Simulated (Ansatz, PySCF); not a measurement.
This Ansatz (a first-principles code) input computes a CCSD(T)/cc-pVDZ energy:

Ansatz 0.2 input:
```yaml
crystal:
  periodic: [false, false, false]
  atoms:
    - {symbol: F, position_ang: [1.21575768, -0.26497151, -0.06891347]}
    - {symbol: N, position_ang: [0.00093047, 0.00291095, 0.26044308]}
    - {symbol: F, position_ang: [-0.37945142, 1.18437148, -0.07941355]}
    - {symbol: F, position_ang: [-0.83702995, -0.92166404, -0.05423982]}
basis:
  gaussian:
    orbitals: cc-pVDZ
total_charge: 1
magnetization: {spin_polarized: true, initial_magnetization: 1}
correlation: {method: ccsd_t, electrons: outside_noble_gas}
```

Write an input for the same energy in PySCF and say what it gives.


```python
from pyscf import gto, scf, mp, cc as ccmod

mol = gto.M(
    atom='''
    F     1.21575768   -0.26497151   -0.06891347
    N     0.00093047    0.00291095    0.26044308
    F    -0.37945142    1.18437148   -0.07941355
    F    -0.83702995   -0.92166404   -0.05423982
    ''',
    basis='cc-pvdz',
    charge=1,
    spin=1,
    verbose=4,
)

mf = scf.UHF(mol)
mf.conv_tol = 1e-10
mf.max_cycle = 100
mf.kernel()
mo, _, stable, _ = mf.stability(return_status=True)
if not stable:
    mf.kernel(mf.make_rdm1(mo, mf.mo_occ))
mp2 = mp.MP2(mf, frozen=4).run()
cc = ccmod.CCSD(mf, frozen=4)
cc.max_cycle = 100
cc.kernel()
et = cc.ccsd_t()
print(f'E(CCSD(T)) = {cc.e_tot + et:.9f}')
```
It gives -352.87658 Eh, and Ansatz -352.87657 Eh, a difference of 0.01 mEh.
